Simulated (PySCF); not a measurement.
Gas-phase reaction: 2 (CH3)2SiCl2 + 2 Si(CH3)4 = 4 SiH3Cl + 3 C4H8 (isobutene). Level: PBE0/def2-TZVP; standard pressure 1 bar.

Computed with PySCF and rigid-rotor harmonic-oscillator thermochemistry at 1 bar. All species are closed-shell singlets. The harmonic model lacks anharmonicity and excited electronic states, which grow with temperature; levels with a mode under 35 cm⁻¹ are left out. Internal rotation in (CH3)2SiCl2, Si(CH3)4, C4H8 (isobutene) is treated as a harmonic vibration of one conformer, which makes the entropy rough.

```csv
T (K),1000/T (1/K),log10 K
800,1.2500,-27.98
1000,1.0000,-18.42
1200,0.8333,-12.11
1400,0.7143,-7.65
1600,0.6250,-4.33
1800,0.5556,?
```

### Question
Fit log10 K = a + b·(1000/T) to the five rows, get the mean ΔH° and ΔS°, and predict log10 K at 1800 K.

### Answer
Means: 1000/T = 0.8845, log10 K = -14.098. Sums of products about the means: Sxy = -9.30709, Sxx = 0.245860, so b = Sxy/Sxx = -37.86 and a = -14.098 − (-37.86)×0.8845 = 19.39.
ΔH° = −R ln 10 × 1000 K × b = −19.145 × (-37.86) = 725 kJ; ΔS° = R ln 10 × a = 371 J/K. The run's own values go from 735 kJ and 383 J/K at 800 K to 700 kJ and 355 J/K at 1800 K.
Prediction at 1800 K: 19.39 + (-37.86)×0.5556 = -1.65. The computed value is -1.78, 0.13 from the line.
For scale, ΔH°(298 K) is 763 kJ at this level, 780 kJ at ωB97M-V/def2-TZVP†, and runs from -70 to 836 kJ over the 18 levels computed († marks an energy on the PBE0/def2-TZVP geometry).
